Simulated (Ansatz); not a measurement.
Input for Ansatz (development build ahead of 0.2.0):

```yaml
crystal:
  periodic: [false, false, false]
  atoms:
    - { symbol: H, position_ang: [0.00076, 0.19255, -0.93586] }
    - { symbol: "N", position_ang: [-0.01705, -0.37002, 0.02469] }
    - { symbol: O, position_ang: [0.03884, 0.1912, 1.01067] }
basis:
  gaussian: { orbitals: def2-SVP }
total_charge: 1
magnetization:
  initial_magnetization: 1
hamiltonian:
  xc: hf
correlation:
  method: mp2
  frozen_orbitals: { H: 0, "N": 1, O: 1 }
```

The input is written out in the form of the current development build from the run's settings. Correlation on restricted open-shell orbitals is semicanonical, with singles.

Output:

- Converged: yes
- Reference energy: -129.32779 hartree
- Correlation energy: -0.34956 hartree
- Total energy: -129.67735 hartree
- Spin squared of the determinant: 0.750
- Stability test: minimum among restricted orbitals
- Occupied orbitals by symmetry in an Abelian subgroup (alpha; beta): 7 A' 1 A''; 6 A' 1 A''

Messages of the program:
```
mean field -3519.18856360 eV, -129.3277943206 hartree, gradient 1.8e-6 eV, S^2 0.750000; 0 other ends of a descent, 0 dependent functions left out
```
